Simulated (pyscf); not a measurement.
## Four-centre exchange: [Cl–V(Cl)(Cl)–Cl]• + HF → [F–V(Cl)(Cl)–Cl]• + HCl

Gas phase, doublet surface, charge 0. Bonds broken: V1–Cl2, F6–H7. Bonds formed: V1–F6, Cl2–H7. PySCF, gas phase, ωB97X-D3(BJ)/def2-SVP geometries.

Transition state (Å):

```xyz
7

V     -0.9045    -0.3419    -0.3465
Cl    -0.5193     1.6134     1.1284
Cl    -0.3812    -1.8103    -1.7994
Cl    -2.6184     0.5445    -1.1958
Cl    -1.6033    -1.5154     1.2585
F      0.9171     0.3248    -0.5298
H      0.6421     1.1277     0.2540
```

One imaginary mode, 578i cm⁻¹; descent along it reached the two sides named, in the forms told below.

```json
[
 {"bond": "V1–Cl2", "change": "breaks", "reactant side (Å)": "2.177", "saddle": "2.479", "product side": "3.0"},
 {"bond": "F6–H7", "change": "breaks", "reactant side (Å)": "0.937", "saddle": "1.155", "product side": "2.459"},
 {"bond": "V1–F6", "change": "forms", "reactant side (Å)": "2.384", "saddle": "1.948", "product side": "1.700"},
 {"bond": "Cl2–H7", "change": "forms", "reactant side (Å)": "2.274", "saddle": "1.533", "product side": "1.286"}
]
```

Electronic energies relative to the separated reactants (kcal/mol):

```json
[
 {"level": "ωB97X-D3(BJ)/def2-TZVP", "barrier": "12.3", "reaction energy": "-0.7", "reverse barrier": "13.0"},
 {"level": "PBE/def2-TZVP", "barrier": "8.7", "reaction energy": "-2.5", "reverse barrier": "11.2"},
 {"level": "r²SCAN/def2-TZVP", "barrier": "8.4", "reaction energy": "-2.5", "reverse barrier": "10.9"},
 {"level": "B3LYP-D3(BJ)/def2-TZVP", "barrier": "12.0", "reaction energy": "-1.2", "reverse barrier": "13.2"},
 {"level": "PBE0-D3(BJ)/def2-TZVP", "barrier": "11.0", "reaction energy": "-0.7", "reverse barrier": "11.7"},
 {"level": "M06-2X/def2-TZVP", "barrier": "11.3", "reaction energy": "-0.9", "reverse barrier": "12.2"},
 {"level": "ωB97M-D3(BJ)/def2-TZVP", "barrier": "12.7", "reaction energy": "-3.1", "reverse barrier": "15.8"},
 {"level": "HF/def2-TZVP", "barrier": "26.9", "reaction energy": "-6.2", "reverse barrier": "33.1"}
]
```

With ωB97M-D3(BJ)/def2-TZVP energies and thermal terms (ideal gas, 1 atm, RRHO with modes under 100 cm⁻¹ raised to 100, one conformer, R ln 2 for chiral ones without a mode under 150 cm⁻¹), in kcal/mol:

```tsv
T (K)	ΔH‡	ΔG‡	ΔH	ΔG
298	10.6	20.7	-4.3	-5.4
600	10.4	31.0	-4.4	-6.5
900	10.8	41.3	-4.4	-7.5
1200	11.3	51.4	-4.4	-8.5
```

On the reactant side the descent ends in an adduct with a F–V contact, 2.4 kcal/mol under the separated species and 14.7 kcal/mol under the saddle at ωB97X-D3(BJ)/def2-TZVP. What is counted as formed (F–V) is already present as a longer contact in the reactant adduct; forming that adduct is a step of its own. One saddle was located; it need not be the lowest between these sides. Open-shell species with a d-block atom are single-reference here; other states, and whether the spin sits on metal or ligand, were not checked.
